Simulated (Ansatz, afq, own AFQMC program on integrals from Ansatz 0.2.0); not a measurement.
Integrals from Ansatz 0.2.0, then the random walk in our own AFQMC program (afq).

```yaml
crystal:
  periodic: [false, false, false]
  atoms:
    - {symbol: Hf, position_ang: [0.000000, 0.000000, 0.000000]}
    - {symbol: S, position_ang: [0.000000, 0.000000, 2.163711]}
basis:
  gaussian: {orbitals: def2-SVP}
magnetization: {spin_polarized: false}
correlation: {method: ccsd_t, electrons: outside_noble_gas, hamiltonian_folder: ham}
```

```sh
$ ansatz run in.yaml --threads 1 --pin off --events-out ev --progress --plain --max-ram 24576MiB --backend cuda --devices 0, --max-vram 18GiB
```

afq runs on the folder ham with

```
--method phaseless --trial hf --walkers 4000 --populations 20 --least-time 40 --time-step 0.005 --steps-per-block 20 --equilibration-blocks 160 --max-blocks 4000 --target-error 0.0009500 --factor-cut 1e-05 --seed 123 --taylor-order 6
```

Times are imaginary, in 1/Eh. The walk had a cap of 49 s. With eight or more populations the least sampling time is a fifth of least-time, and the error comes from their spread. Core potentials past Kr, no spin–orbit coupling.

Log:

```
orbitals 41  electrons 5 5  factors 338 of 482
reference energy -444.84547467 Eh
CCSD correlation -0.22010006 Eh in 14 cycles, weight of the determinant in the CISD state 0.8334
energy of the start -444.845475 Eh
 block  time / (1/Eh)  mean weight  energy / Eh
     1     0.100  1.0006  -444.882730
     2     0.200  1.0011  -444.912934
     3     0.300  1.0012  -444.937952
     4     0.400  1.0011  -444.957805
     5     0.500  1.0012  -444.974692
     7     0.700  1.0007  -444.999016
     9     0.900  1.0006  -445.015054
    15     1.500  1.0002  -445.040507
    29     2.900  1.0003  -445.073066
    43     4.300  0.9999  -445.074969
    57     5.700  1.0002  -445.084885
    71     7.100  1.0003  -445.087703
    85     8.500  1.0000  -445.083157
    99     9.900  1.0000  -445.085877
   113    11.300  1.0001  -445.090493
   127    12.700  1.0001  -445.086065
   141    14.100  1.0005  -445.082749
   155    15.500  0.9999  -445.088169
   162    16.200  0.9998  -445.092288
   169    16.900  1.0002  -445.089383
   183    18.300  0.9998  -445.080433
   197    19.700  1.0001  -445.088262
   211    21.100  0.9997  -445.080614
   225    22.500  1.0001  -445.089083
   239    23.900  1.0000  -445.083597
   253    25.300  0.9999  -445.085528
   267    26.700  0.9998  -445.081741
   281    28.100  0.9997  -445.072891
   295    29.500  1.0001  -445.081628
   309    30.900  1.0003  -445.087250
error from the spread of 20 populations
energy -445.084657 +/- 0.000941 Eh
(rows thinned)
```

The run passed its tests (sampling time, drift between the halves within three errors, error under three times the target), which doesn't prove that it has relaxed. The second half of the sampling lies above the first by 1.7 errors of their difference, so the energy may still be moving and its error bar be too small.

Against this walk (error 25.6 meV) on the same determinant: CCSD(T) 99.2 meV higher, CCSDT(Q) 53.9 meV higher, CCSDTQ 57.4 meV higher, a separate phaseless walk with a CISD trial and standard settings 90.2 ± 26.1 meV higher. The error is statistical and leaves out the bias of the constraint.

Cautions: constraint bias not in the error; no spin-orbit coupling; outer-core shells of the metal frozen; restricted determinant unstable towards unrestricted (UHF 86 meV lower, ⟨S²⟩ 0.50); (T) is large, 7 % of the CCSD correlation; CCSDTQ on the UHF determinant differs (29 meV higher), by its state or its frozen core.

The walk took 41 s on 1 × NVIDIA H100 80GB HBM3 with 2 threads of AMD EPYC 7R13 Processor (Zen 3) (shared host) (the card was shared). The log's last line is the phaseless energy.

CCSDT and higher add their correlation energy to the determinant of the CCSD(T) run, since their own runs factorise the integrals more tightly (a shift of under 2 meV). A walk keeps the symmetry of its determinant, which the program's search chose and which needn't be the lowest solution, so a lower state of the same spin and another symmetry isn't excluded.
